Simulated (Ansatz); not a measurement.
**Sodium, bcc: convergence with Methfessel-Paxton smearing**

Computed with Ansatz, r²SCAN, scalar-relativistic PAW, on the relaxed cell (a = 4.225 Å; spin not included). Errors count from a run at 500 eV on a Γ-centred 17×17×17 mesh with Fermi-Dirac smearing of 0.1 eV, extrapolated to zero width. Fixed here: cutoff 500 eV, mesh 11×11×11. The SCF starts from atomic densities corrected by a trained network.

| width (eV) | E(σ→0) error (meV/atom) | F error (meV/atom) | P (GPa) | SCF iterations |
| --- | --- | --- | --- | --- |
| 0.01 | -2.9 | -2.9 | -0.02 | 5 |
| 0.03 | -3.0 | -3.0 | -0.02 | 5 |
| 0.1 | -3.3 | -3.4 | -0.02 | 5 |
| 0.2 | -3.5 | -3.2 | -0.02 | 5 |
| 0.3 | -3.1 | -2.6 | -0.02 | 6 |
| 0.6 | -1.0 | -0.4 | -0.02 | 6 |
| 1.0 | 0.3 | -1.1 | 0.00 | 6 |
